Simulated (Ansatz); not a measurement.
System: solid iodine. Method: HSE06-D3(BJ) in Ansatz (PAW).

Numerical settings: plane-wave cutoff 520 eV, 6×6×2 k mesh (along the axes of the cell as run), scalar-relativistic PAW data made under PBE.

Computed at the level's own relaxed cell.

What does this level give for the Young modulus, elastic constant C44, Voigt–Reuss–Hill shear modulus (Hill average), elastic constant C11, elastic constant C12, elastic constant C13, elastic constant C33 and elastic constant C66?


- Young modulus: 23.9 GPa
- elastic constant C44: 30.5 GPa
- Voigt–Reuss–Hill shear modulus (Hill average): 9.79 GPa
- elastic constant C11: 20.7 GPa
- elastic constant C12: 4.50 GPa
- elastic constant C13: -1.14 GPa
- elastic constant C33: 45.9 GPa
- elastic constant C66: 8.42 GPa

Note: the dispersion coefficients are held fixed in the derivatives.

Elastic constants are with the ions relaxed.

Spin–orbit coupling is not included.

Computed values are for the static lattice.

Cost on a shared machine: about 6 core-hours (a rough figure).

Ansatz is a program for electronic structure.
